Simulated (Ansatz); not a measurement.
# H₃S+ (singlet): the correlation ladder at a displaced geometry (v2), cc-pVTZ

The task here is to estimate one member of a computed series from the others.

Method: cc-pVTZ, core rule «outside noble gas», up to 5 orbitals frozen; program: Ansatz 0.2.0, Gaussian basis.

To be run: UHF; CCSD(T) on RHF; BCCD(T) on RHF; CCSDT(Q) on RHF; CASSCF and NEVPT2, 8 electrons in 7 orbitals.

12 further runs of the same task are left out: 6 that didn't finish, 6 set aside as unsound or not needed.

## What is computed

The geometry is a PBE0/def2-TZVP stationary point (not a proven minimum) with its atoms shifted at random (size 0.100 Å).

4 atoms, charge 1, spin multiplicity 1.

Atoms are counted from 1 here; the program's logs count them from 0.

Bond lengths: S1–H2 1.229 Å, S1–H3 1.383 Å, S1–H4 1.430 Å. Angles: H2–S1–H3 93.5°, H2–S1–H4 91.0°, H3–S1–H4 93.3°.

Set-up of the first run:

Input file in.yaml:

```yaml
crystal:
  periodic: [false, false, false]
  atoms:
    - {symbol: S, position_ang: [0.007788, 0.002735, -0.063510]}
    - {symbol: H, position_ang: [0.985968, 0.023263, 0.679639]}
    - {symbol: H, position_ang: [-0.669013, 0.966140, 0.661317]}
    - {symbol: H, position_ang: [-0.564724, -1.076417, 0.679451]}
basis:
  gaussian: {orbitals: cc-pVTZ}
total_charge: 1
magnetization: {spin_polarized: true, initial_magnetization: 0}
hamiltonian: {xc: hf}
output: {orbitals: {seedname: orbitals}}
```

Command:

```
$ ansatz run in.yaml --threads 1 --pin off --events-out ev --progress --plain --max-ram 2393MiB
```

Among the steps run: UHF; CCSD(T) on RHF; BCCD(T) on RHF; CCSDT(Q) on RHF; CASSCF and NEVPT2, 8 electrons in 7 orbitals.

One of the session's tables, all rows but one given; the rest of the session is left out.

```
        method  from RCCSDT(Q) (meV)
           RHF               +6076.2
          RMP2                +959.4
         RCCSD                     ?
      RCCSD(T)                 +27.7
       BCCD(T)                 +27.3
        RCCSDT                  +7.7
     RCCSDT(Q)                     0
CASSCF valence               +4589.6
NEVPT2 valence               +1001.1
```

Q: Estimate the row for RCCSD from the others.

The run gave: from RCCSDT(Q) (meV): +225.1. In the column «from RCCSDT(Q) (meV)» it lies between RCCSD(T) (+27.7) and RMP2 (+959.4).
